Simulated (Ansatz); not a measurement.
# CH3S radical: one structure at several levels

A test off equilibrium: a structure displaced at random from a GFN2-xTB minimum is computed at several levels, and each is set against CCSD(T).

Method: single points in def2-TZVPP; program: Ansatz 0.2.0, Gaussian basis.

Correlated methods freeze the cores. Orbitals are unrestricted.

## (1) Where the work starts

SMILES `[CH2]S`, 5 atoms, charge 0, spin multiplicity 2.

Atoms are counted from 1 here; the program's logs count them from 0.

Bond lengths: C1–S2 1.647 Å, C1–H3 0.973 Å, C1–H4 1.063 Å, S2–H5 1.351 Å. Angles: S2–C1–H3 120.5°, S2–C1–H4 111.8°, H3–C1–H4 123.0°, C1–S2–H5 103.3°.

Geometry (Å):

```xyz
5
CH3S
C    -0.13960   -0.58750   -0.01530
S     0.71500    0.78080    0.31550
H    -0.99540   -0.53580   -0.47630
H     0.11560   -1.38090    0.64410
H     0.23790    1.66990   -0.58260
```

## (2) CCSD(T)/def2-TZVPP

Contents of run/in.yaml:

```yaml
crystal:
  periodic: [false, false, false]
  atoms:
    - {symbol: C, position_ang: [-0.139600, -0.587500, -0.015300]}
    - {symbol: S, position_ang: [0.715000, 0.780800, 0.315500]}
    - {symbol: H, position_ang: [-0.995400, -0.535800, -0.476300]}
    - {symbol: H, position_ang: [0.115600, -1.380900, 0.644100]}
    - {symbol: H, position_ang: [0.237900, 1.669900, -0.582600]}
basis:
  gaussian: {orbitals: def2-TZVPP}
magnetization: {spin_polarized: true, initial_magnetization: 1}
correlation: {method: ccsd_t}
scf: {omitted_lower_state_checks: [cluster_reference]}
output: {forces: true}
```

The command line of these runs was not kept.

## (3) PBE0-D4/def2-TZVPP

Changes to run/in.yaml since step 2:

```diff
@@ -11,4 +11,3 @@
 magnetization: {spin_polarized: true, initial_magnetization: 1}
-correlation: {method: ccsd_t}
-scf: {omitted_lower_state_checks: [cluster_reference]}
-output: {forces: true}
+hamiltonian: {xc: pbe0, dispersion: d4}
+output: {forces: true, orbitals: {seedname: orbitals}}
```

## (4) wB97M-V/def2-TZVPP

Changes to run/in.yaml since step 3:

```diff
@@ -11,3 +11,3 @@
 magnetization: {spin_polarized: true, initial_magnetization: 1}
-hamiltonian: {xc: pbe0, dispersion: d4}
-output: {forces: true, orbitals: {seedname: orbitals}}
+hamiltonian: {xc: {name: wB97M-V}}
+output: {forces: true}
```

## (5) r2SCAN-D4/def2-TZVPP

Changes to run/in.yaml since step 4:

```diff
@@ -11,3 +11,3 @@
 magnetization: {spin_polarized: true, initial_magnetization: 1}
-hamiltonian: {xc: {name: wB97M-V}}
+hamiltonian: {xc: r2scan, dispersion: d4}
 output: {forces: true}
```

## (6) PBE-D4/def2-TZVPP

Changes to run/in.yaml since step 5:

```diff
@@ -11,3 +11,3 @@
 magnetization: {spin_polarized: true, initial_magnetization: 1}
-hamiltonian: {xc: r2scan, dispersion: d4}
+hamiltonian: {xc: pbe, dispersion: d4}
 output: {forces: true}
```

## (7) BLYP-D4/def2-TZVPP

Changes to run/in.yaml since step 6:

```diff
@@ -11,3 +11,3 @@
 magnetization: {spin_polarized: true, initial_magnetization: 1}
-hamiltonian: {xc: pbe, dispersion: d4}
+hamiltonian: {xc: {name: BLYP}, dispersion: d4}
 output: {forces: true}
```

## (8) LC-wPBE/def2-TZVPP

Changes to run/in.yaml since step 7:

```diff
@@ -11,3 +11,3 @@
 magnetization: {spin_polarized: true, initial_magnetization: 1}
-hamiltonian: {xc: {name: BLYP}, dispersion: d4}
+hamiltonian: {xc: {name: LC-wPBE}}
 output: {forces: true}
```

(Steps that only read results are left out.)

Before running it: what results should come out? Wanted: energy less free atoms, CCSD(T)/def2-TZVPP; RMS force component; RMS force error; HOMO and LUMO, PBE0-D4; T1 diagnostic.

As calculated:

```
                                  quantity                                                                                           value
energy less free atoms, CCSD(T)/def2-TZVPP                                                                                  -1477.7 kJ/mol
                       RMS force component                                                            1.760 to 1.843 eV/Å over the methods
                           RMS force error  PBE0-D4 0.162, wB97M-V 0.117, r2SCAN-D4 0.105, PBE-D4 0.214, BLYP-D4 0.153, LC-wPBE 0.216 eV/Å
                    HOMO and LUMO, PBE0-D4                                                                              -5.20 and -1.29 eV
                             T1 diagnostic                                                                                           0.019
```

What this shows: Against CCSD(T) the functionals' energies less atoms differ by -85.4 to -40.6 kJ/mol, PBE-D4 by -85.4 kJ/mol. A larger basis would deepen the CCSD(T) value, while the functionals are nearly converged already, so the order here is not reliable. For forces r2SCAN-D4 does best and LC-wPBE worst. Frozen-core CCSD(T) forces in triple zeta carry basis errors of their own, and this is one geometry, so small gaps rank nothing.
